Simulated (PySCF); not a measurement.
**Removing an electron from C2H2**

Species: C₂H₂.
Atom-mapped SMILES: `[CH:1]#[CH:2]` (hydrogens: H3 on C1; H4 on C2)

Structure used (PBE0-D3(BJ)/def2-SVP), in Å, numbered top down from 1:
```
atom  x, y, z in Å
C1    -0.547    0.011   -0.211
C2     0.589   -0.055    0.196
H3    -1.558    0.073   -0.570
H4     1.600   -0.120    0.556
```

Level: CAM-B3LYP/def2-SVPD (PySCF). Frontier orbitals with their largest atomic shares (Löwdin; up to four atoms above 4 %):

```
orbital  ε (eV)                          main atoms
 HOMO−3  -17.30  C2 29 %, C1 29 %, H4 21 %, H3 21 %
 HOMO−2  -15.42  C1 33 %, C2 33 %, H3 17 %, H4 17 %
 HOMO−1   -9.78                                   ?
   HOMO   -9.78                                   ?
   LUMO    1.79    C1 42 %, C2 42 %, H3 8 %, H4 8 %
 LUMO+1    1.90  C2 39 %, C1 39 %, H4 11 %, H3 11 %
 LUMO+2    1.90  C1 39 %, C2 39 %, H3 11 %, H4 11 %
```

**Question.** What vertical ionisation energy does ΔSCF give, and how far is −ε(HOMO) from it?

**Answer.** ΔSCF: 11.35 eV (1095 kJ/mol; threshold wavelength 109 nm); ⟨S²⟩ of the doublet left behind is 0.752, against 0.75 for a pure doublet. −ε(HOMO) is 9.78 eV, 1.57 eV below it. For the exact functional −ε(HOMO) would equal the first vertical ionisation energy; CAM-B3LYP (range-separated hybrid) falls short of its own ΔSCF value by 14 %. Holes in the HOMO−1 and HOMO−2 were tried too where these lie within 1.2 eV of the HOMO; the lowest converged state counts.

**Question.** On which atoms does the HOMO lie?

**Answer.** HOMO: C1 46 %, C2 46 %, H4 4 %, H3 4 %; HOMO−1: C2 46 %, C1 46 %, H4 4 %, H3 4 %. These 2 orbitals lie within 0.02 eV of one another; within a degenerate set any mixture serves as well, and the shares of a single orbital can change with the mixture. The HOMO−2 lies 5.64 eV lower.

**Question.** How many of the 10 lowest singlet excitations (vertical TDDFT, same level) lie below the ionisation energy?

**Answer.** All 10; they run from 6.56 to 10.30 eV.

**Question.** What kinetic energy would electrons from this vertical process carry with Lyman-α light (10.199 eV)?

**Answer.** The photon is 1.15 eV short of the vertical value.

**Question.** Shift the occupied levels rigidly so that −ε(HOMO) equals the ΔSCF value. What binding energies result?

**Answer.** The shift is +1.57 eV: HOMO 11.35, HOMO−1 11.35, HOMO−2 16.99, HOMO−3 18.87 eV. A rigid shift is only a rough guide to the deeper ionisations.

**Question.** What total energies stand behind the ΔSCF value?

**Answer.** E(N) = -77.22580 Eh and E(N − 1) = -76.80866 Eh at the same geometry, 0.41714 Eh apart.

Isolated species at its PBE0-D3(BJ)/def2-SVP geometry, gas phase.

These values come from a run that also computed excited states and ΔSCF ions. On an AMD EPYC 7R43 with one thread, shared host with 256 logical CPUs at a one-minute load of 126, this took 2.8 s and 0.28 GiB of memory at its peak.
